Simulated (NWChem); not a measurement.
Program: NWChem. System: hydrogen isocyanide (CHN), charge 0, spin multiplicity 1, at a geometry optimised with PBE0/def2-SVP. Level: CCSD(T)/def2-TZVP, 2 core orbitals frozen.

The NWChem input:

```
start mol
memory heap 100 mb stack 700 mb global 1900 mb
geometry units angstroms nocenter noautoz
  C      0.000000     0.000000     0.741093
  N      0.000000     0.000000    -0.430373
  H      0.000000     0.000000    -1.433944
  symmetry group C2v
end
basis spherical
  * library def2-tzvp
end
scf
  rhf
  nopen 0
  maxiter 100
  thresh 1e-7
  semidirect memsize 60000000 filesize 0
end
tce
  freeze core 2
  ccsd(t)
  2eorb
  2emet 13
  thresh 1e-6
  maxiter 100
  tilesize 24
end
task tce energy
```

Part of the output:

```
             Northwest Computational Chemistry Package (NWChem) 7.3.0
             --------------------------------------------------------

                                NWChem Input Module
                                -------------------

 Scaling coordinates for geometry "geometry" by  1.889725989
 (inverse scale =  0.529177249)

 Turning off AUTOSYM since
 SYMMETRY directive was detected!

                             Geometry "geometry" -> ""
                             -------------------------

 Output coordinates in angstroms (scale by  1.889725989 to convert to a.u.)

  No.       Tag          Charge          X              Y              Z
 ---- ---------------- ---------- -------------- -------------- --------------
    1 C                    6.0000     0.00000000     0.00000000     0.74109300
    2 N                    7.0000     0.00000000     0.00000000    -0.43037300
    3 H                    1.0000     0.00000000     0.00000000    -1.43394400

 Effective nuclear repulsion energy (a.u.)      24.1231686442

            Nuclear Dipole moment (a.u.)
            ----------------------------
        X                 Y               Z
 ---------------- ---------------- ----------------
     0.0000000000     0.0000000000     0.0000056692

      Symmetry information
      --------------------

 Group name             C2v
 Group number             16
 Group order               4
 No. of unique centers     3

      Symmetry unique atoms

     1    2    3


 Summary of "ao basis" -> "" (spherical)
 ------------------------------------------------------------------------------
       Tag                 Description            Shells   Functions and Types
 ---------------- ------------------------------  ------  ---------------------
 *                         def2-tzvp                  on all atoms

 Summary of "ao basis" -> "ao basis" (spherical)
 ------------------------------------------------------------------------------
       Tag                 Description            Shells   Functions and Types
 ---------------- ------------------------------  ------  ---------------------
 C                         def2-tzvp                11       31   5s3p2d1f
 N                         def2-tzvp                11       31   5s3p2d1f
 H                         def2-tzvp                 4        6   3s1p

                                 NWChem SCF Module
                                 -----------------

  ao basis        = "ao basis"
  functions       =    68
  atoms           =     3
  closed shells   =     7
  open shells     =     0
  charge          =   0.00
  wavefunction    = RHF
  use symmetry    = T
  symmetry adapt  = T

 Summary of "ao basis" -> "ao basis" (spherical)
 ------------------------------------------------------------------------------
       Tag                 Description            Shells   Functions and Types
 ---------------- ------------------------------  ------  ---------------------
 C                         def2-tzvp                11       31   5s3p2d1f
 N                         def2-tzvp                11       31   5s3p2d1f
 H                         def2-tzvp                 4        6   3s1p

      Symmetry analysis of basis
      --------------------------

        a1         32
        a2          6
        b1         15
        b2         15

 Forming initial guess at       0.1s

      Superposition of Atomic Density Guess
      -------------------------------------

 Sum of atomic energies:         -92.48268922
[...]
              MO Center=  2.3D-32,  3.9D-17,  6.2D-01, r^2= 2.7D+00
   Bfn.  Coefficient  Atom+Function         Bfn.  Coefficient  Atom+Function
  ----- ------------  ---------------      ----- ------------  ---------------
    13      0.957704  1 C  py                44     -0.711104  2 N  py
     7      0.266438  1 C  py                10      0.233765  1 C  py
    38     -0.220337  2 N  py                41     -0.176823  2 N  py

 center of mass
 --------------
 x =   0.00000000 y =   0.00000000 z =   0.09944402

 moments of inertia (a.u.)
 ------------------
          39.930831033407           0.000000000000           0.000000000000
           0.000000000000          39.930831033407           0.000000000000
           0.000000000000           0.000000000000           0.000000000000

  Mulliken analysis of the total density
  --------------------------------------

    Atom       Charge   Shell Charges
 -----------   ------   -------------------------------------------------------
    1 C    6     5.98   0.86  1.12  0.60  0.78  0.39  0.99  0.92  0.21  0.04  0.07  0.01
    2 N    7     7.36   0.82  1.16  0.54  0.72  0.13  1.53  1.72  0.72  0.01  0.02  0.01
    3 H    1     0.65   0.24  0.35  0.03  0.04

       Multipole analysis of the density wrt the origin
       ------------------------------------------------

     L   x y z        total         open         nuclear
     -   - - -        -----         ----         -------
     0   0 0 0     -0.000000      0.000000     14.000000

     1   1 0 0     -0.000000      0.000000      0.000000
     1   0 1 0      0.000000      0.000000      0.000000
     1   0 0 1     -1.146610      0.000000      0.000006

     2   2 0 0     -9.036306      0.000000      0.000000
     2   1 1 0     -0.000000      0.000000      0.000000
     2   1 0 1      0.000000      0.000000      0.000000
     2   0 2 0     -9.036306      0.000000      0.000000
     2   0 1 1      0.000000      0.000000      0.000000
     2   0 0 2     -7.512423      0.000000     23.740631

                   NWChem Extensible Many-Electron Theory Module
                   ---------------------------------------------


            General Information
            -------------------
      Number of processors :     1
         Wavefunction type : Restricted Hartree-Fock
          No. of electrons :    14
           Alpha electrons :     7
            Beta electrons :     7
           No. of orbitals :   136
            Alpha orbitals :    68
             Beta orbitals :    68
        Alpha frozen cores :     2
         Beta frozen cores :     2
     Alpha frozen virtuals :     0
      Beta frozen virtuals :     0
         Spin multiplicity : singlet
    Number of AO functions :    68
       Number of AO shells :    26
        Use of symmetry is : on
      Symmetry adaption is : on
         Schwarz screening : 0.10D-09

          Correlation Information
          -----------------------
          Calculation type : Coupled-cluster singles & doubles w/ perturbation
   Perturbative correction : (T)
            Max iterations :      100
        Residual threshold : 0.10D-05
     T(0) DIIS level shift : 0.00D+00
     L(0) DIIS level shift : 0.00D+00
     T(1) DIIS level shift : 0.00D+00
     L(1) DIIS level shift : 0.00D+00
     T(R) DIIS level shift : 0.00D+00
     T(I) DIIS level shift : 0.00D+00
   CC-T/L Amplitude update :  5-th order DIIS
                I/O scheme : Global Array Library
        L-threshold :  0.10D-05
        EOM-threshold :  0.10D-05
 no EOMCCSD initial starts read in
 TCE RESTART OPTIONS
 SLICE:      F
 D4D5:       F
 quantumc:   F
 qrotation:  F
 pwtce:      F
 qducc:      F
 nacto:                         0
 nrotv:                         0
 nrot:                          0

            Memory Information
            ------------------
          Available GA space size is     249032176 doubles
          Available MA space size is     104853908 doubles

 Maximum block size supplied by input
 Maximum block size        24 doubles

 tile_dim =     14

 -------------------------------------------------

 Global array virtual files algorithm will be used

 Parallel file system coherency ......... OK

 4-electron integrals stored in orbital form

 v2    file size   =          1171026
 4-index algorithm nr.  13 is used
 imaxsize =       30
 imaxsize ichop =        0


CCSD iterations
 ---------------------------------------------------------
 Iter          Residuum       Correlation     Cpu    Wall
 ---------------------------------------------------------
    1   0.1524583758165  -0.3288942795548     0.2     0.2
    2   0.0410954965899  -0.3294809324014     0.2     0.2
    3   0.0156119792576  -0.3371964277389     0.2     0.2
    4   0.0073033181946  -0.3377569688272     0.4     0.4
    5   0.0033665967914  -0.3385655182848     0.4     0.4
    6   0.0010686366011  -0.3389191911269     0.4     0.4
    7   0.0004866417333  -0.3389427526483     0.4     0.4
    8   0.0002258313036  -0.3389544188335     0.3     0.3
    9   0.0001331592275  -0.3389550822897     0.4     0.4
   10   0.0000699374782  -0.3389604992707     0.4     0.4
   11   0.0000142163869  -0.3389653436096     0.4     0.4
   12   0.0000060357628  -0.3389647071009     0.4     0.4
   13   0.0000033485020  -0.3389651457711     0.4     0.4
   14   0.0000019208869  -0.3389650763456     0.3     0.3
   15   0.0000011316464  -0.3389651169027     0.3     0.3
   16   0.0000002326659  -0.3389651089765     0.3     0.3
 -----------------------------------------------------------------
 Iterations converged
 CCSD correlation energy / hartree =        -0.338965108976456
 CCSD total energy / hartree       =       -93.233635118724948

 Singles contributions

 Doubles contributions
 CCSD(T)
 Using plain CCSD(T) code
             total no. of tasks          428
 total no. of tasks / no. procs          428
                         wl_min          504           2.8
                         wl_max        74088           6.5
        thresh for no. of tasks          428

 CCSD[T]  correction energy / hartree =        -0.018033782625201
 CCSD[T] correlation energy / hartree =        -0.356998891601658
 CCSD[T] total energy / hartree       =       -93.251668901350143
 CCSD(T)  correction energy / hartree =        -0.017076940039806
 CCSD(T) correlation energy / hartree =        -0.356042049016262
 CCSD(T) total energy / hartree       =       -93.250712058764748

 Task  times  cpu:       12.5s     wall:       12.5s

 Total times  cpu:       12.5s     wall:       12.5s
```
